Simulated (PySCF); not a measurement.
# PH₄⁺, singlet: the ladder up to full CI

Geometry: a point of a breathe scan, not a stationary point.

```xyz
5

P     0.0000    0.0000    0.0000
H     0.7208    0.7236    0.7220
H    -0.7242   -0.7199    0.7223
H    -0.7200    0.7207   -0.7257
H     0.7234   -0.7243   -0.7186
```

Basis 6-31G; PySCF 2.14.0. Correlated methods freeze the noble-gas cores, which leaves 8 electrons in 16 orbitals. R marks a restricted (for open shells ROHF) determinant.

Full CI is exact within this basis and frozen core; it isn't the basis-set limit.

The UHF ⟨S²⟩ is 0.000 and the T1 diagnostic (ROHF- or RHF-based CCSD) is 0.0038. The largest doubles amplitude (ROHF- or RHF-based CCSD) is 0.037.

```tsv
level	E − E(RHF) (eV)
RMP2	-1.6290
RCCSD	-2.1780
RCCSD(T)	-2.1938
```

(1) Estimate how far full CI in 6-31G lies from RCCSD(T). The table doesn't fix it; the size of (T) and the diagnostics are the guide.

(1) Full CI in 6-31G lies 0.4 kJ/mol below RCCSD(T), which is 28 % of the (T) step (-1.5 kJ/mol). The diagnostics give no warning, yet the rest is a sizeable part of (T).

The other levels:

```
    level  E − E(full CI) (kJ/mol)  share of correlation (%)  wall time
   RCCSDT                      0.0                     99.99          –
RCCSDT(Q)                      0.0                    100.00     0.67 s
```

The correlation energy at full CI, counted from RHF, is -2.198 eV. The search over symmetries took 17 s on 1 thread of Intel Xeon, shared host; the state has 1,656,848 determinants.

Times are those of the correlated step on a shared host, with one SCF added for the restricted CCSD run; they ran on 1 thread of Intel Xeon.

The full-CI state has the irrep A' of Cs, in the program's axes (one component, if the state is degenerate).

Natural occupations of full CI about the gap: 1.987 1.974 1.974 1.974 0.019 0.019 0.019 0.018 0.004 0.004; effectively unpaired electrons, Σ n²(2−n)², 0.01.
